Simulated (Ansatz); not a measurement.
A nudged elastic band was laid between two geometries of BFH2O (5 atoms, charge 0, multiplicity 1).

Level of theory: Ansatz 0.2.0, RKS LDA/def2-mTZVP.

- movable images: 5
- climbing image: yes
- spring: 5.0 eV/Å²
- optimiser: quadratic models (default)
- start path: through a guess of the saddle point
- force threshold: 0.05 eV/Å
- iteration limit: 60
- end points: relaxed

Image 0:

```xyz
5
Properties=species:S:1:pos:R:3
B 0.387 -0.014 0.083
O 0.574 -0.119 1.408
H -0.261 -0.212 1.914
H 1.330 0.105 -0.650
F -0.844 -0.041 -0.424
```

Image 6:

```xyz
5
Properties=species:S:1:pos:R:3
B -0.162 -0.295 -0.796
O 0.717 0.316 1.163
H 0.430 -0.407 1.761
H 1.546 -0.020 0.762
F -1.345 0.124 -0.558
```

(1) What changes between the two ends?

(2) Give the energies along the band, and the barrier.

(3) What is the geometry of the highest image?

Results:

(1) Bonds broken: B1–O2, B1–H4. Bonds formed: O2–H4. BFH2O becomes BF + H2O.

(2) The forces met the threshold. The highest image is number 4 of 0 to 6, 4.30 eV above the first end and 0.27 eV above the last; the last end lies 4.03 eV above the first. Neighbouring images differ by up to 1.9 eV, so the band resolves the path poorly. A vibrational analysis at the climbing image gives one clearly imaginary mode, 1208i cm⁻¹: a first-order saddle point. The orbitals stay closed-shell, which can raise the energy where a bond breaks towards radicals; this wasn't checked here.

```
image  path coordinate (Å)  energy (eV)  B1–O2 (Å)  B1–H4 (Å)  O2–H4 (Å)
    0                 0.00         0.00       1.34       1.20       2.20
    1                 0.41         0.30       1.34       1.19       2.07
    2                 0.82         1.31       1.35       1.21       1.82
    3                 1.22         3.18       1.41       1.32       1.48
    4                 1.63         4.30       1.51       1.56       1.12
    5                 2.29         4.05       1.73       2.27       0.99
    6                 2.94         4.03       2.23       2.33       0.98
```

(3) 
```xyz
5
Properties=species:S:1:pos:R:3
B 0.122 0.127 -0.395
O 0.628 0.213 1.025
H 0.172 -0.369 1.713
H 1.441 -0.199 0.376
F -1.177 -0.053 -0.387
```

Run time: 79 s on 1 thread of Arm Neoverse N1, on a shared host, peak memory 0.11 GiB.
